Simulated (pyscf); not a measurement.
Structures and frequencies: ωB97X-D3(BJ)/def2-SVP in PySCF.

Task: Estimate by transition-state theory the rate constant of H₂N–Ti(Cl)(Cl)–Cl + silanol (HO–SiH₃) → H₂N–Ti(Cl)(Cl)–O–SiH₃ + hydrogen chloride (HCl) (singlet surface; Cl–Ti, H–O broken, O–Ti, Cl–H formed) at 298 K, with ωB97M-D3(BJ)/def2-TZVP energies (ideal gas, 1 atm, RRHO with modes under 100 cm⁻¹ raised to 100, one conformer, R ln 2 for chiral ones without a mode under 150 cm⁻¹; no tunnelling).

Result: The electronic barrier is 7.8 kcal/mol and the thermal terms add +11.4, so ΔG‡ = 19.2 kcal/mol. With k_BT/h = 6.21e+12 s⁻¹ and RT = 0.592 kcal/mol, and a volume of 4.06e-20 cm³ per molecule at 1 atm, k = 2.2e-21 cm³ molecule⁻¹ s⁻¹. Wigner's tunnelling factor for 639i cm⁻¹ would be 1.40, likely too low at so high a frequency. A shift of 1 kcal/mol in the barrier changes k by a factor 5.4. On the reactant side the descent ends in an adduct with a O–Ti contact (not fully relaxed), 14.2 kcal/mol under the separated species and 18.9 kcal/mol under the saddle at ωB97X-D3(BJ)/def2-TZVP. On the product side the descent ends in a complex (not fully relaxed), 4.4 kcal/mol under the separated species and 10.9 kcal/mol under the saddle at ωB97X-D3(BJ)/def2-TZVP. What is counted as formed (O–Ti) is already present as a longer contact in the reactant adduct; forming that adduct is a step of its own. At ωB97X-D3(BJ) the barrier from the zero used here is 4.7 kcal/mol. The same reactants have a lower exit, to NH₃ + H₃Si–O–Ti(Cl)(Cl)–Cl (barrier +1.0 kcal/mol at ωB97M-D3(BJ), against +7.8 kcal/mol here). One saddle was located; it need not be the lowest between these sides.
